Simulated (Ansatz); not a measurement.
System: bcc Rb. Method: PBEsol in Ansatz (plane waves, PAW).

Settings: plane-wave cutoff 500 eV, 18×18×18 k mesh, Fermi–Dirac smearing 0.1 eV, scalar-relativistic PAW data made under PBE.

Computed at the level's own relaxed cell.

Q: Predict the equilibrium volume per atom and lattice constant a.

A: 
* **equilibrium volume per atom**: 86.50 Å³/atom
* **lattice constant a**: 5.572 Å

Measured, for comparison: equilibrium volume per atom 86.68 Å³/atom, lattice constant a 5.576 Å (low-temperature or extrapolated to 0 K; zero-point anharmonic expansion removed; as tabulated in Csonka et al. (2009), arXiv:0903.4037). Computed (rounded) less measured: equilibrium volume per atom -0.2 %, lattice constant a -0.1 %.

Ansatz is an electronic-structure program.
